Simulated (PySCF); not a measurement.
Computed spin Hamiltonian

C4H3Cl2 (doublet state).
Geometry (GFN2-xTB, Å), atoms numbered from 1 in this order:
```
atom  x, y, z in Å
Cl1   -3.0589    1.3160    0.5776
C2    -2.2044    0.0028   -0.0998
C3    -0.8562   -0.0776   -0.0117
C4     0.3545   -0.1358    0.1486
C5     1.7787   -0.1698    0.1637
Cl6    2.4488    0.5791   -1.3672
H7    -2.7995   -0.7360   -0.6073
H8     2.1621   -1.1904    0.1852
H9     2.1885    0.4176    0.9857
```

The hyperfine couplings belong to this conformer and change with its torsions.

Identity: `Cl[CH]C#CCCl` [radical].

Method: PySCF, UKS B3LYP, pcH-1 on C Cl H, non-relativistic, mean-field spin-orbit, GIAO. Isolated species at its GFN2-xTB geometry, gas phase. The geometry wasn't refined by DFT: couplings that depend on bond lengths, twists or pyramidal angles can differ widely from those at the functional's own minimum. The SCF solution wasn't tested for stability.

```json
{
 "g1, g2, g3": "2.00195, 2.00593, 2.01047",
 "g_iso": "2.00612",
 "Form of g": "rhombic: the two nearest values differ by 47 % of g3 − g1",
 "⟨S²⟩": "0.7679 (exact 0.7500)",
 "HOMO–LUMO gap, α and β orbitals": "5.44, 4.75 eV",
 "Total energy": "-1074.53725 Eh"
}
```

Isotropic coupling and dipolar principal values T1 to T3, in MHz; ρ(0) is the spin density at the nucleus:

| atom | isotope | a_iso | of which spin–orbit | T1 | T2 | T3 | Mulliken spin population | ρ(0) (bohr⁻³) |
| --- | --- | --- | --- | --- | --- | --- | --- | --- |
| Cl1 | 35Cl | 4.3 | 0.0 | -27.6 | -17.7 | 45.3 | 0.08 | 0.0098 |
| C2 | 13C | 69.8 | 0.4 | -59.1 | -58.2 | 117.3 | 0.67 | 0.0617 |
| C3 | 13C | -61.5 | 0.0 | -21.0 | -0.7 | 21.7 | -0.23 | -0.0547 |
| C4 | 13C | 45.1 | 0.1 | -41.9 | -31.1 | 73.1 | 0.48 | 0.0400 |
| C5 | 13C | -3.4 | 0.0 | -2.1 | 0.2 | 1.9 | -0.04 | -0.0030 |
| Cl6 | 35Cl | 24.7 | 0.5 | -15.1 | -14.1 | 29.2 | 0.07 | 0.0551 |
| H7 | 1H | -51.0 | 0.1 | -26.4 | -1.7 | 28.1 | -0.03 | -0.0114 |
| H8 | 1H | 17.5 | 0.0 | -3.3 | -1.7 | 5.1 | 0.01 | 0.0039 |
| H9 | 1H | 11.2 | 0.0 | -3.3 | -1.9 | 5.1 | 0.00 | 0.0025 |

The Mulliken spin populations are largest on C2 (+0.67), C4 (+0.48), C3 (-0.23) and Cl1 (+0.08). The angles at C2 add up to 360.0°, so it is planar; its axial dipolar tensor and the negative coupling of its proton fit spin in a p orbital normal to that plane.

Axes: g3 points within 11° of the C3–C4 bond.

Under fast tumbling the dipolar parts average out, and these isotropic splittings remain: 1 × 1H (H7, I = 1/2, 2 lines) with 1.82 mT, 1 × 35Cl (Cl6, I = 3/2, 4 lines) with 0.88 mT, 2 × 1H (H8/H9, I = 1/2, 3 lines) with 0.51 mT and 1 × 35Cl (Cl1, I = 3/2, 4 lines) with 0.15 mT.

Means are taken over nuclei equivalent by connectivity, which assumes that they swap fast. The 1H value of +14.3 MHz is a mean of couplings from 11.2 to 17.5 MHz in this one geometry, not an average over conformers.

Main isotope only: 35Cl (natural samples also hold 24 % 37Cl, magnetic too, which adds its own pattern).

The 13C coupling of C2 (69.8 MHz) shows only in satellite lines or after enrichment, since that isotope makes up about 1.07 % of natural carbon.

β density exceeds α density at some nuclei, such as C3 (-0.0547), H7 (-0.0114) and C5 (-0.0030), spin density in bohr⁻³. In a single determinant that takes different orbitals for the two spins, that is spin polarisation.
